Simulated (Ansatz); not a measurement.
Reaction (SMILES): P (PH3) + H+ → [PH4+]
B3LYP-D3(BJ)/def2-TZVP geometries, fixed; electronic energies without zero-point terms; positive where energy is released.

Effect of a fitting basis named in the input at HF/cc-pV(T+d)Z with Ansatz (a quantum-chemistry and plane-wave program), against the last row, where the proton affinity is 200.79 kcal/mol. The default fits or decomposes integrals by the program's own choice; accuracy: high also tightens integrals, grids and stops.

| setting | largest shift of a total energy (mEh) | shift of the proton affinity (kcal/mol) |
|---|---|---|
| fitting: def2-SV(P)-JKFIT | -0.006 | -0.002 |
| fitting: def2-universal-JKFIT | -0.006 | -0.002 |
| fitting: cc-pVTZ-JKFIT | 0.063 | -0.013 |
| fitting: cc-pVQZ-JKFIT | 0.064 | -0.012 |
| fitting: cc-pV5Z-JKFIT | 0.055 | -0.010 |
| accuracy: high | -0.010 | 0.000 |
| accuracy: medium (default) | 0.000 | 0.000 |

Within 0.02 kcal/mol in the proton affinity: fitting: def2-SV(P)-JKFIT; fitting: def2-universal-JKFIT; fitting: cc-pVTZ-JKFIT; fitting: cc-pVQZ-JKFIT; fitting: cc-pV5Z-JKFIT; accuracy: high. The largest shift is 0.064 mEh in a total energy and 0.013 kcal/mol in the difference.
